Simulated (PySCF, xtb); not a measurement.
CHMgSi: where a starting geometry ends

The starting geometry of this gas-phase doublet was built from a drawn formula by distance geometry and a force field; its bonds are those of `C#[Si][Mg]`.

```xyz
4

C    -0.8843    2.1901    1.8233
Mg    2.8821    2.4952    0.4682
Si    0.5026    2.3035    1.3186
H    -1.9145    2.1133    2.2043
```

Problem. Predict what becomes of its bonds when it is optimised with r2SCAN-D4/def2-SVP.

Solution. It keeps its bonds, and is `C#[Si][Mg]`. Distances that change by over a tenth: C1–Si3 (1.48 → 1.63 Å).

The energy falls by 0.67 eV over 5 steps:

```tsv
step	E − E(last) (eV)
1	0.673
2	0.017
3	0.002
4	0.000
5	0.000
```

Final geometry (Å):

```xyz
4

C    -0.9638    2.1832    1.8536
Mg    2.9714    2.4996    0.4344
Si    0.5632    2.3077    1.2963
H    -1.9810    2.1023    2.2240
```

From the same start GFN2-xTB ends elsewhere, at `[CH]1=[Si][Mg]1`.

No frequencies were run, so the end isn't proven a minimum. Open shells are spin-unrestricted. Run with PySCF 2.14.0, 25 s on 2 threads of Intel(R) Xeon(R) CPU @ 2.60GHz (Ice Lake), on a shared host.
